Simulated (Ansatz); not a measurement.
CH4AlS (`[CH3][Al][SH]`) radical. The species carries charge 0 and has multiplicity 2.

Cartesian coordinates in Å:
```
C -0.227 -1.161 0.353
Al 0.150 0.276 -0.933
S 0.344 2.289 -0.054
H -0.584 -2.075 -0.124
H -0.976 -0.825 1.076
H 0.688 -1.400 0.905
H 0.606 2.895 -1.223
```

(1) Give the diagnostics of a CCSD(T)/def2-TZVPP run (frozen core, Ansatz). (Estimate.)

Results:

(1) Ansatz gave: T1 = 0.0136, largest single amplitude 0.036, largest double 0.029, (T) share of the correlation energy 4.1 %, 10 CCSD cycles. ⟨S²⟩ of the UHF reference is 0.755 against 0.75 for a pure state. T1 lies under the customary mark of 0.045 for open shells.
